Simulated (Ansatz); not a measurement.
C₅H₈O (`CC(=O)C1CC1`) at its PBE0-D4/def2-TZVP geometry, where that method's forces vanish. Total charge 0; spin multiplicity 1.

| atom | x (Å) | y (Å) | z (Å) |
| --- | --- | --- | --- |
| C1 | -1.2423 | -1.4837 | -0.9623 |
| C2 | -0.2939 | -0.9026 | 0.0487 |
| O3 | 0.1367 | -1.5533 | 0.9734 |
| C4 | 0.0874 | 0.5184 | -0.1484 |
| C5 | 0.3315 | 1.3429 | 1.0939 |
| C6 | 1.4827 | 0.9208 | 0.2674 |
| H7 | -1.4580 | -2.5233 | -0.7233 |
| H8 | -0.8081 | -1.4137 | -1.9640 |
| H9 | -2.1701 | -0.9041 | -0.9783 |
| H10 | -0.3437 | 1.0218 | -1.0052 |
| H11 | 0.0166 | 2.3780 | 1.0648 |
| H12 | 0.1760 | 0.8238 | 2.0313 |
| H13 | 2.1009 | 0.1182 | 0.6496 |
| H14 | 1.9843 | 1.6567 | -0.3475 |

(1) For each bond, give half the difference of the two atoms' forces along it (eV/Å; positive pushes the atoms apart) under PBE-D4, r2SCAN-D4, B3LYP-D4, ωB97M-V in def2-TZVPP. (Estimate.)

Results:

(1) The calculation gave: 
```json
{"bond": "C1–C2", "length (Å)": "1.503", "PBE-D4": "-0.18", "r2SCAN-D4": "-0.01", "B3LYP-D4": "0.06", "ωB97M-V": "0.10"}
{"bond": "C1–H7", "length (Å)": "1.088", "PBE-D4": "0.10", "r2SCAN-D4": "-0.04", "B3LYP-D4": "-0.07", "ωB97M-V": "-0.08"}
{"bond": "C1–H8", "length (Å)": "1.094", "PBE-D4": "0.10", "r2SCAN-D4": "-0.02", "B3LYP-D4": "-0.05", "ωB97M-V": "-0.08"}
{"bond": "C1–H9", "length (Å)": "1.094", "PBE-D4": "0.10", "r2SCAN-D4": "-0.03", "B3LYP-D4": "-0.06", "ωB97M-V": "-0.08"}
{"bond": "C2–O3", "length (Å)": "1.210", "PBE-D4": "1.01", "r2SCAN-D4": "0.41", "B3LYP-D4": "0.26", "ωB97M-V": "0.06"}
{"bond": "C2–C4", "length (Å)": "1.484", "PBE-D4": "-0.26", "r2SCAN-D4": "-0.13", "B3LYP-D4": "-0.06", "ωB97M-V": "0.07"}
{"bond": "C4–C5", "length (Å)": "1.511", "PBE-D4": "0.24", "r2SCAN-D4": "0.23", "B3LYP-D4": "0.26", "ωB97M-V": "0.16"}
{"bond": "C4–C6", "length (Å)": "1.511", "PBE-D4": "0.24", "r2SCAN-D4": "0.23", "B3LYP-D4": "0.26", "ωB97M-V": "0.16"}
{"bond": "C4–H10", "length (Å)": "1.083", "PBE-D4": "0.03", "r2SCAN-D4": "-0.10", "B3LYP-D4": "-0.16", "ωB97M-V": "-0.15"}
{"bond": "C5–C6", "length (Å)": "1.479", "PBE-D4": "0.21", "r2SCAN-D4": "0.19", "B3LYP-D4": "0.29", "ωB97M-V": "0.28"}
{"bond": "C5–H11", "length (Å)": "1.082", "PBE-D4": "0.03", "r2SCAN-D4": "-0.08", "B3LYP-D4": "-0.13", "ωB97M-V": "-0.12"}
{"bond": "C5–H12", "length (Å)": "1.083", "PBE-D4": "0.06", "r2SCAN-D4": "-0.07", "B3LYP-D4": "-0.12", "ωB97M-V": "-0.13"}
{"bond": "C6–H13", "length (Å)": "1.083", "PBE-D4": "0.06", "r2SCAN-D4": "-0.07", "B3LYP-D4": "-0.12", "ωB97M-V": "-0.13"}
{"bond": "C6–H14", "length (Å)": "1.082", "PBE-D4": "0.02", "r2SCAN-D4": "-0.08", "B3LYP-D4": "-0.13", "ωB97M-V": "-0.12"}
```

B3LYP here is the variant with VWN-RPA as its local correlation; programs differ in this.

Computed with Ansatz.
